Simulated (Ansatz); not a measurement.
Species: Cl2 (charge +1, doublet). SMILES of the parent species: ClCl

Atoms: Cl1, Cl2. Bonds: Cl1-Cl2.

Bond lengths (Å) and angles (degrees) optimised at HF/6-31G* with Ansatz (a program for electronic structure); PBE/6-31G* with Ansatz; B3LYP/LANL2DZ with Ansatz; B3LYP/6-31G* with Ansatz, each started from the B3LYP-D3(BJ)/def2-TZVP structure (Ansatz) of the last column. A row stands for all coordinates that are equal there. 6-31G* holds six Cartesian d functions.

| coordinate | HF/6-31G* | PBE/6-31G* | B3LYP/LANL2DZ | B3LYP/6-31G* | B3LYP-D3(BJ)/def2-TZVP |
|---|---|---|---|---|---|
| Cl1-Cl2 | 1.874 | 1.947 | 2.157 | 1.939 | 1.910 |

Mean signed difference of all 1 bond lengths from B3LYP-D3(BJ)/def2-TZVP: HF/6-31G* -0.036 Å, PBE/6-31G* 0.037 Å, B3LYP/LANL2DZ 0.247 Å, B3LYP/6-31G* 0.029 Å.
